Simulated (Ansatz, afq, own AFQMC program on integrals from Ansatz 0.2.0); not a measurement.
AFQMC on a folder of integrals that Ansatz 0.2.0 wrote.

```yaml
crystal:
  periodic: [false, false, false]
  atoms:
    - {symbol: Al, position_ang: [0.000000, 0.000000, 0.000000]}
    - {symbol: H, position_ang: [0.000000, 0.000000, 1.821000]}
basis:
  gaussian: {orbitals: cc-pVTZ}
magnetization: {spin_polarized: false}
correlation: {method: ccsd_t, electrons: outside_noble_gas, hamiltonian_folder: ham}
```

```sh
$ ansatz run in.yaml --threads 1 --pin off --events-out ev --progress --plain --max-ram 16896MiB --backend cuda --devices 0, --max-vram 18GiB
```

afq runs on the folder ham with

```
--method phaseless --trial hf --walkers 4000 --populations 20 --least-time 40 --time-step 0.005 --steps-per-block 20 --equilibration-blocks 112 --max-blocks 4000 --target-error 0.0006000 --factor-cut 1e-05 --seed 206 --taylor-order 6
```

Times are imaginary, in 1/Eh. The walk had a cap of 49 s. With eight or more populations the least sampling time is a fifth of least-time, and the error comes from their spread.

Log:

```
orbitals 43  electrons 2 2  factors 275 of 293
reference energy -242.45731090 Eh
CCSD correlation -0.08278776 Eh in 11 cycles, weight of the determinant in the CISD state 0.9122
energy of the start -242.457311 Eh
 block  time / (1/Eh)  mean weight  energy / Eh
     1     0.100  1.0002  -242.468761
     2     0.200  1.0004  -242.477560
     3     0.300  1.0003  -242.484383
     4     0.400  1.0002  -242.490566
     5     0.500  1.0001  -242.495365
     7     0.700  1.0002  -242.503899
     9     0.900  1.0002  -242.509868
    13     1.300  1.0001  -242.518220
    25     2.500  1.0001  -242.531203
    37     3.700  0.9999  -242.538370
    49     4.900  0.9998  -242.541157
    61     6.100  1.0000  -242.540070
    73     7.300  0.9999  -242.540948
    85     8.500  1.0000  -242.543761
    97     9.700  0.9999  -242.543489
   109    10.900  1.0000  -242.540435
   121    12.100  1.0000  -242.542455
   133    13.300  1.0001  -242.542697
   145    14.500  1.0001  -242.542127
   157    15.700  0.9999  -242.541113
   169    16.900  1.0001  -242.544099
   181    18.100  1.0001  -242.541070
   193    19.300  0.9999  -242.541812
   205    20.500  1.0000  -242.540055
   217    21.700  1.0001  -242.541119
   229    22.900  1.0001  -242.538514
   241    24.100  1.0000  -242.537882
   247    24.700  1.0000  -242.537513
error from the spread of 20 populations
energy -242.541195 +/- 0.000588 Eh
(rows thinned)
```

The run passed its tests (sampling time, drift between the halves within three errors, error under three times the target), which doesn't prove that it has relaxed. The second half of the sampling lies above the first by 2.3 errors of their difference, so the energy may still be moving and its error bar be too small.

Against this walk (error 16.0 meV) on the same determinant: CCSD(T) 11.7 meV lower (within the noise), CCSDT(Q) 24.4 meV lower (within the noise), full CI 24.8 meV lower (within the noise), a separate phaseless walk with a CISD trial and standard settings 18.3 ± 16.1 meV lower (within the noise). The error is statistical and leaves out the bias of the constraint.

Cautions: constraint bias not in the error; restricted determinant unstable towards unrestricted (UHF 4 meV lower, ⟨S²⟩ 0.10).

The walk took 29 s on 1 × NVIDIA H100 80GB HBM3 with 2 threads of AMD EPYC 7R13 Processor (Zen 3), on a shared host (the card was shared). The log's last line is the phaseless energy.

CCSDT and higher add their correlation energy to the determinant of the CCSD(T) run, since their own runs factorise the integrals more tightly (a shift of under 2 meV). A walk keeps the symmetry of its determinant, which the program's search chose and which needn't be the lowest solution, so a lower state of the same spin and another symmetry isn't excluded.
